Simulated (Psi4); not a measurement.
This Psi4 input (PBE/pcseg-2) gives -477.14040 Eh with 164 basis functions.

```
memory 8100 MB

molecule {
-1 1
C    -0.00155029    1.50196649   -0.45166829
S    -0.01239716    0.12323346    0.57976964
C     0.01896339   -1.47872388   -0.43190787
H     0.91934809    1.64260953   -1.02669247
H    -0.90073509    1.62984334   -1.06289763
H     0.01148869   -2.34173312    0.24815888
H    -0.85846291   -1.52720035   -1.08442388
H     0.92223725   -1.51471040   -1.04900214
}

set {
  basis pcseg-2
  scf_type df
}

energy('pbe')
print_variables()
```

Change:
```diff
- basis pcseg-2
+ basis pcseg-0
```

What does the run give now?

-476.37151 Eh (PBE/pcseg-0, 41 functions), a change of +768.89 mEh.
